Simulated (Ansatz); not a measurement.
# Heating and cooling a random packing of Si3N4

A packing of 14 atoms, thrown in at random and pushed apart as soft spheres with like charges further apart (8 N, 6 Si) went through Langevin stages in a fixed cell of 10.97 Å³/atom, at one k point, without spin and with a Fermi–Dirac width of kT (0.05 eV at least). Method: DFT PBE, scalar-relativistic, plane waves, PAW (Ansatz 0.2.0).

| thermostat (K) | duration (fs) | friction (1/fs) | cutoff (eV) | mean T (K) | mean P (GPa) | mean square displacement (Å²) |
| --- | --- | --- | --- | --- | --- | --- |
| 3800 | 48 | 0.030 | 320 | 3677 | 13.2 | 0.34 |
| 3800 | 712 | 0.005 | 420 | 3896 | 9.9 | 4.75 |
| 2740 | 480 | 0.005 | 420 | 3246 | 8.9 | 1.02 |
| 1520 | 382 | 0.015 | 420 | 1634 | 3.1 | 0.30 |
| 300 | 200 | 0.015 | 420 | 462 | -0.7 | 0.04 |

Means run over the second half of a stage; pressure includes the kinetic part; displacements count from the stage's start, the atoms' common shift taken off.

Cell and atoms were then relaxed on coarser meshes and computed once more: Settings: cutoff 420 eV, Γ-centred mesh 5×5×4 on the computed 14-atom cell, Gaussian smearing of 0.02 eV; no spin polarisation.

Problem. What structure is left?

Solution. One draw of many: 10.85 Å³/atom with a gap on the mesh of 3.66 eV, 0.86 eV/atom below the elements' standard states (static lattices, no corrections for gases) (a random packing after short dynamics, relaxed).

Counting as bonded all pairs within 1.2 times the summed covalent radii:

| atom → neighbour | mean count | mean length (Å) | spread (Å) |
| --- | --- | --- | --- |
| N → Si | 3.00 | 1.76 | 0.02 |
| Si → N | 4.00 | 1.76 | 0.02 |
| Si → Si | 0.67 | 2.46 | 0.01 |

Angles between all pairs of such bonds at an atom (mean ± spread): 113 ± 12° at N, 100 ± 25° at Si.

```
Si N
1.0
     5.17194   -0.00881    0.02467
    -0.00971    4.95094    0.04186
     0.03395    0.02425    5.93025
Si N
6 8
Cartesian
  4.4792 3.6621 4.7806
  1.0793 1.1775 1.7335
  3.6521 2.0117 3.1262
  1.8525 3.6684 3.2520
  3.5999 1.1598 0.2331
  1.9061 3.6530 0.2718
  0.9971 4.0767 4.7429
  4.3356 1.8792 4.7549
  1.9029 1.8946 3.0735
  4.5424 1.5274 1.7058
  2.0148 1.8993 0.4341
  3.5922 3.8085 3.3070
  3.4831 4.3812 0.0672
  1.2940 4.3896 1.7522
```

An odd mesh misses points on the zone edge, so a gap read on it can be too wide.

Cost: 6 runs of about 27 core-minutes in all (earlier runs that led there not counted), on Intel Xeon Processor @ 2.50GHz (Skylake/Cascade Lake) (shared hosts).